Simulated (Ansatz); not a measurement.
Ansatz (a program for electronic structure) input (r2SCAN/aug-cc-pVTZ):

Ansatz 0.2 input:
```yaml
crystal:
  periodic: [false, false, false]
  atoms:
    - {symbol: C, position_ang: [-0.00000000, 0.00000000, -0.00000000]}
    - {symbol: H, position_ang: [0.62054657, 0.62688914, 0.63896175]}
    - {symbol: H, position_ang: [-0.64285838, -0.62489528, 0.61852983]}
    - {symbol: H, position_ang: [0.63693263, -0.63278043, -0.61664082]}
    - {symbol: H, position_ang: [-0.61462083, 0.63078657, -0.64085076]}
basis:
  gaussian:
    orbitals: aug-cc-pVTZ
    final_grid: {core_spheres: 4, valence_spheres: 3, degree: 11}
hamiltonian:
  xc: {name: r2SCAN}
magnetization: {spin_polarized: false}
```

Output:

```
Functional definition: r2SCAN
integrals: 0.02 GiB planned
453 factors; their error is unknown
mean field: 0.27 GiB planned
mean field evaluation 1: about -1095.1945 eV, gradient 5.6e1 eV
mean field evaluation 2: about -1091.9492 eV, gradient 6.1e1 eV
mean field evaluation 4: about -1102.0861 eV, gradient 2.0e-1 eV
mean field evaluation 8: about -1102.1403 eV, gradient 5.3e-2 eV
mean field -1102.14027362 eV, -40.5029079982 hartree, gradient 4.3e-6 eV, S^2 0.000000; 0 other end points of the search recorded, 0 dependent functions left out
reference -1102.14028523 eV, -40.5029084247 hartree; 5, 5 occupied and 133, 133 virtual orbitals, 453 factors
Total energy: -1102.14028523 eV, -40.5029084247 hartree
```
